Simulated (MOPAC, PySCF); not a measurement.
BF3, SMILES `FB(F)F`, neutral singlet in the gas phase. 

Z-matrix (Å, degrees):
```
B
F 1 1.3112
F 1 1.3112 2 120.00
F 1 1.3112 2 120.00 3 180.00
```
Charge 0, spin multiplicity 1.

All levels are single points at this geometry (PBE0-D3(BJ)/def2-TZVP); Pople sets use spherical d functions. Orbital energies aren't observables, and empty levels follow the basis.

```tsv
level	HOMO (eV)	LUMO (eV)	gap (eV)	dipole (D)	vertical IE, Delta-SCF (eV)
PBE-D3(BJ)/def2-TZVP in PySCF	-9.99	-0.34	9.65	0.00	14.42
ωB97X-D3(BJ)/def2-TZVP in PySCF	-14.85	2.16	17.02	0.00	15.61
B3LYP/6-311+G** in PySCF	-11.99	-0.48	11.51	0.00	–
B3LYP/6-31G* in PySCF	-11.25	1.09	12.33	0.00	14.79
BP86/6-31G* in PySCF	-9.45	0.24	9.70	0.00	–
M06-2X/6-31G* in PySCF	-13.86	2.44	16.31	0.00	–
PBE/6-31G* in PySCF	-9.31	0.29	9.60	0.00	13.98
SVWN5/6-31G* in PySCF	-9.53	-0.07	9.46	0.00	14.28
HF/3-21G in PySCF	-17.62	5.10	22.73	0.00	–
HF/6-31G* in PySCF	-17.69	5.54	23.23	0.00	16.34
HF/STO-3G in PySCF	-13.03	9.29	22.31	0.00	–
AM1 in MOPAC	-14.94	1.73	16.67	0.00	–
PM3 in MOPAC	-17.24	-0.54	16.70	0.00	–
```
